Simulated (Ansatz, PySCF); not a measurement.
Barrier height from HN2 (SMILES [N]=N) to the transition structure HN2, without zero-point energy, on the benchmark's geometries as Psi4's copy of the set gives them.
Transition structure (charge 0, multiplicity 2, Z-matrix in Å and degrees):
```
N
N 1 1.1228
H 1 1.4306 2 117.54
```
Reactant (charge 0, multiplicity 2):
```xyz
3

N      0.00000     0.00000     0.00000
N      1.17820     0.00000     0.00000
H      1.64497     0.93664     0.00000
```

Open shells are unrestricted; no spin–orbit coupling.

Correlated levels freeze the cores. CBS: X⁻³ extrapolation of the correlation energy, Hartree–Fock from the larger set.

Programs: Ansatz (Gaussian orbitals); PySCF for the dispersion terms. 

PBE/def2-TZVPPD gives 8.96 kcal/mol for the barrier height.

Predict the shift from PBE, with its sign, for: PBE-D3(BJ)/def2-TZVPPD, r2SCAN/def2-TZVPPD, PBE0/def2-TZVPPD, wB97M-V/def2-TZVPPD, B2PLYP/def2-TZVPPD, MP2/CBS(aug-cc-pVTZ, aug-cc-pVQZ), CCSD(T)/CBS(aug-cc-pVTZ, aug-cc-pVQZ).

PBE-D3(BJ)/def2-TZVPPD -0.10; r2SCAN/def2-TZVPPD 0.17; PBE0/def2-TZVPPD 2.58; wB97M-V/def2-TZVPPD 2.67; B2PLYP/def2-TZVPPD 1.49; MP2/CBS(aug-cc-pVTZ, aug-cc-pVQZ) -0.84; CCSD(T)/CBS(aug-cc-pVTZ, aug-cc-pVQZ) 1.80 kcal/mol. 5 of 7 lie above PBE; the widest gap is to wB97M-V/def2-TZVPPD.

Doubts at one or more of the structures used: a spin-contaminated determinant (MP2/CBS(aug-cc-pVTZ, aug-cc-pVQZ), CCSD(T)/CBS(aug-cc-pVTZ, aug-cc-pVQZ)).

The set's own value is 10.72 kcal/mol (Zhao et al., NHTBH38), an estimate for the real system.

Ansatz is a quantum-chemistry and plane-wave program.
